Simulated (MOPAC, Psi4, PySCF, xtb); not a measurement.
Internal rotation in SMILES C#CCC=O (C4H4O). Scanned: dihedral C2–C3–C4–O5; all other coordinates were relaxed at GFN2-xTB. Points at φ and −φ are mirror images. Heavy atoms are numbered in the order of the SMILES C#CCC=O, hydrogens after them in the order of the atoms that carry them; the mirror image has the same energies with the sign of each dihedral reversed.

Levels: GFN1-xTB // GFN2-xTB (xtb); RKS-B3LYP/LANL2DZ = restricted B3LYP/LANL2DZ // GFN2-xTB (PySCF 2.14.0); PM3, restricted, heats of formation // GFN2-xTB (MOPAC); MP2/cc-pVTZ = DF-MP2 (frozen core)/cc-pVTZ // GFN2-xTB (Psi4).

Energies relative to the lowest point of each profile, in kcal/mol; the last columns give the difference from MP2:

| φ / ° | GFN1-xTB | RKS-B3LYP/LANL2DZ | PM3 | MP2/cc-pVTZ | GFN1-xTB − MP2/cc-pVTZ | RKS-B3LYP/LANL2DZ − MP2/cc-pVTZ | PM3 − MP2/cc-pVTZ |
|---|---|---|---|---|---|---|---|
| -165 | 0.1 | 0.0 | 0.0 | 0.2 | -0.1 | -0.2 | -0.2 |
| -150 | 0.0 | 0.0 | 0.0 | 0.0 | 0.0 | 0.0 | 0.0 |
| -135 | 0.0 | 0.1 | 0.0 | 0.0 | 0.0 | 0.1 | 0.0 |
| -120 | 0.2 | 0.6 | 0.3 | 0.2 | 0.0 | 0.4 | 0.1 |
| -105 | 0.6 | 1.4 | 0.7 | 0.8 | -0.2 | 0.6 | 0.0 |
| -90 | 1.0 | 2.4 | 1.3 | 1.6 | -0.5 | 0.8 | -0.3 |
| -75 | 1.5 | 3.1 | 1.5 | 2.4 | -0.9 | 0.8 | -0.8 |
| -60 | 1.8 | 3.4 | 1.6 | 2.7 | -1.0 | 0.6 | -1.1 |
| -45 | 1.7 | 3.0 | 1.5 | 2.4 | -0.7 | 0.5 | -0.9 |
| -30 | 1.4 | 2.2 | 1.4 | 1.7 | -0.3 | 0.6 | -0.3 |
| -15 | 1.2 | 1.6 | 1.2 | 1.0 | 0.2 | 0.6 | 0.2 |
| 0 | 1.1 | 1.3 | 1.1 | 0.7 | 0.3 | 0.6 | 0.4 |
| 15 | 1.2 | 1.6 | 1.2 | 1.0 | 0.2 | 0.6 | 0.2 |
| 30 | 1.4 | 2.2 | 1.4 | 1.7 | -0.3 | 0.6 | -0.3 |
| 45 | 1.7 | 3.0 | 1.5 | 2.4 | -0.7 | 0.5 | -0.9 |
| 60 | 1.8 | 3.4 | 1.6 | 2.7 | -1.0 | 0.6 | -1.1 |
| 75 | 1.5 | 3.1 | 1.5 | 2.4 | -0.9 | 0.8 | -0.8 |
| 90 | 1.0 | 2.4 | 1.3 | 1.6 | -0.5 | 0.8 | -0.3 |
| 105 | 0.6 | 1.4 | 0.7 | 0.8 | -0.2 | 0.6 | 0.0 |
| 120 | 0.2 | 0.6 | 0.3 | 0.2 | 0.0 | 0.4 | 0.1 |
| 135 | 0.0 | 0.1 | 0.0 | 0.0 | 0.0 | 0.1 | 0.0 |
| 150 | 0.0 | 0.0 | 0.0 | 0.0 | 0.0 | 0.0 | 0.0 |
| 165 | 0.1 | 0.0 | 0.0 | 0.2 | -0.1 | -0.2 | -0.2 |
| 180 | 0.1 | 0.1 | 0.1 | 0.3 | -0.2 | -0.2 | -0.2 |

GFN1-xTB is furthest from MP2/cc-pVTZ at -60 (-1.0 kcal/mol, below); its mean absolute difference over the points is 0.3 kcal/mol.

RKS-B3LYP/LANL2DZ is furthest from MP2/cc-pVTZ at -90 (0.8 kcal/mol, above); its mean absolute difference over the points is 0.5 kcal/mol.

PM3 is furthest from MP2/cc-pVTZ at -60 (-1.1 kcal/mol, below); its mean absolute difference over the points is 0.4 kcal/mol.
